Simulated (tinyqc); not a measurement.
Inside a calculation. Method: Pariser-Parr-Pople SCF with singles CI, for the molecule C=C(O)Cl (SMILES; centres numbered as the heavy atoms are written). Computed by tinyqc, a small Python program that keeps every step. Settings: charge = 0, gamma = MN, start = huckel, damping = 0.5, iteration cap = 90, excitations kept = 4. Command: `OMP_NUM_THREADS=1 python tinyqc.py 20184 20185 out.jsonl` (the two numbers bound the seeds that draw the settings). One thread of a shared host (Intel(R) Xeon(R) Processor @ 2.60GHz), about 0.01 s of CPU time with the checks. Later iterations appear only in the table of the cycle.

## PPP integrals

Centres (angstrom, eV; a flat drawing with bonds scaled to 1.40 angstrom):
```
centre         x         y  core charge z         W  gamma_rr
1C      -1.21200  -0.70000              1  11.16000  11.13000
2C       0.00000   0.00000              1  11.16000  11.13000
3O       1.21200  -0.70000              2  33.00000  21.50000
4Cl      0.00000   1.40000              2  26.00000  13.00000
```

Resonance integrals (eV):
```
i  j      beta
1  2  -2.37000
2  3  -2.23000
2  4  -1.57000
```

Mataga-Nishimoto: gamma = 14.399645/(R + a), a = 2 x 14.399645/(gamma_rr + gamma_ss); H_rr = -W_r - sum_(s != r) z_s gamma_rs; H_rs = beta for bonds.

repulsion gamma_rs (eV), lower triangle:
```
           1C        2C        3O       4Cl
1C   11.13000
2C    5.34629  11.13000
3O    4.35482   6.30948  21.50000
4Cl   3.97983   5.55219   4.41786  13.00000
```

core matrix H (eV), lower triangle:
```
            1C         2C         3O        4Cl
1C   -33.17557
2C    -2.37000  -40.22963
3O     0.00000   -2.23000  -52.50002
4Cl    0.00000   -1.57000    0.00000  -44.36774
```

## Starting guess

pi electrons, sum of z_r less the charge = 6

Orbitals of the Hueckel matrix of the beta values.

P at the start, lower triangle:
```
           1C       2C        3O      4Cl
1C    1.56974
2C    0.65594  1.00000
3O   -0.40484  0.61719   1.61907
4Cl  -0.28502  0.43453  -0.26819  1.81119
```

## Iteration 1: Fock matrix

F_rr = H_rr + P_rr gamma_rr / 2 + sum_(s != r) P_ss gamma_rs; F_rs = H_rs - P_rs gamma_rs / 2; E = tr P (H + F) / 2 + core repulsion sum_(r<s) z_r z_s gamma_rs.

F (eV), lower triangle:
```
           1C        2C         3O        4Cl
1C   -4.83471
2C   -4.12343  -6.00078
3O    0.88151  -4.17708  -13.94801
4Cl   0.56717  -2.77629    0.59241  -13.64270
```

pi energy = -106.64364 eV

## Iteration 1: orbitals and new P

Diagonalise F (the basis is taken as orthonormal) and form P = 2 sum c c over the lowest orbitals; 0.5 of the old P is kept.

orbital energies (eV): -16.00963  -14.22711  -8.27910  0.08964

P after iteration 1, lower triangle:
```
           1C       2C        3O      4Cl
1C    1.36475
2C    0.77846  1.01695
3O   -0.36773  0.48585   1.74449
4Cl  -0.25807  0.34117  -0.17956  1.87381
```

## Iteration 2: Fock matrix

As before.

F (eV), lower triangle:
```
           1C        2C         3O        4Cl
1C   -5.08946
2C   -4.45093  -5.86338
3O    0.80069  -3.76274  -13.10885
4Cl   0.51354  -2.51713    0.39664  -13.40330
```

pi energy = -107.60488 eV

## Iteration 2: orbitals and new P

As before.

orbital energies (eV): -15.20809  -13.67889  -8.72280  0.14480

P after iteration 2, lower triangle:
```
           1C       2C        3O      4Cl
1C    1.26017
2C    0.84514  1.01616
3O   -0.34196  0.41364   1.81305
4Cl  -0.23437  0.28434  -0.12923  1.91062
```

## Iteration 3: Fock matrix

As before.

F (eV), lower triangle:
```
           1C        2C         3O        4Cl
1C   -5.23061
2C   -4.62919  -5.78994
3O    0.74458  -3.53494  -12.66965
4Cl   0.46638  -2.35934    0.28545  -13.28173
```

pi energy = -108.13947 eV

## Iteration 3: orbitals and new P

As before.

orbital energies (eV): -14.84265  -13.34193  -8.95312  0.16577

P after iteration 3, lower triangle:
```
           1C       2C        3O      4Cl
1C    1.20640
2C    0.88189  1.01012
3O   -0.32425  0.37298   1.85108
4Cl  -0.21572  0.24899  -0.10026  1.93240
```

## Convergence

Stop when output and input P, before any damping, agree to 1e-7.

Course of the cycle:
```
iteration        E (eV)  largest |P(out) - P(in)|
1          -106.6436394                  4.10e-01
2          -107.6048757                  2.09e-01
3          -108.1394664                  1.08e-01
4          -108.4283844                  5.60e-02
5          -108.5816823                  2.96e-02
6          -108.6619859                  1.85e-02
7          -108.7036600                  1.20e-02
8          -108.7251345                  7.85e-03
9          -108.7361397                  5.15e-03
10         -108.7417553                  3.39e-03
11         -108.7446110                  2.23e-03
...                 ...                       ...
26         -108.7475372                  4.56e-06
27         -108.7475373                  3.02e-06
28         -108.7475373                  2.01e-06
29         -108.7475373                  1.33e-06
30         -108.7475373                  8.82e-07
31         -108.7475373                  5.85e-07
32         -108.7475373                  3.88e-07
33         -108.7475373                  2.57e-07
34         -108.7475373                  1.71e-07
35         -108.7475373                  1.13e-07
36         -108.7475373                  7.51e-08
```

Converged in 36 iterations.

## Converged orbitals

Charges are z - P_rr.

orbital energies (eV): -14.44961  -12.89423  -9.22681  0.14869

coefficients:
```
         MO1       MO2       MO3       MO4
1C   0.18814  -0.06658   0.72982  -0.65385
2C   0.46901  -0.14011   0.50390   0.71167
3O   0.57109  -0.67746  -0.40733  -0.22134
4Cl  0.64690   0.71902  -0.21800  -0.13041
```

pi charges: 1C -0.14495, 2C 0.01295, 3O 0.09798, 4Cl 0.03401

## Singles CI, singlets

Over the 3 single excitations with the smallest orbital gaps: A = (e_a - e_i) delta + 2 (ia|jb) - (ij|ab), with (pq|rs) = sum c_mp c_mq gamma_mn c_nr c_ns. f = 2/3 w |mu|^2 in atomic units, mu = sqrt2 sum c_ia sum_m c_mi c_ma R_m.

singlet CI matrix (eV), lower triangle:
```
          3>4       2>4       1>4
3>4   6.63814
2>4  -0.13709   8.44317
1>4   0.54919  -0.06491  10.14830
```

singlet excitation energies (eV): 6.54588  8.44748  10.23625

oscillator strengths: 0.63158  0.12799  0.04007

## Singles CI, triplets

Over the 3 single excitations with the smallest orbital gaps: A = (e_a - e_i) delta - (ij|ab), with (pq|rs) = sum c_mp c_mq gamma_mn c_nr c_ns.

triplet CI matrix (eV), lower triangle:
```
          3>4      2>4      1>4
3>4   1.87323
2>4   0.03345  7.44651
1>4  -0.89440  0.73455  8.40309
```

triplet excitation energies (eV): 1.74988  7.08562  8.88733
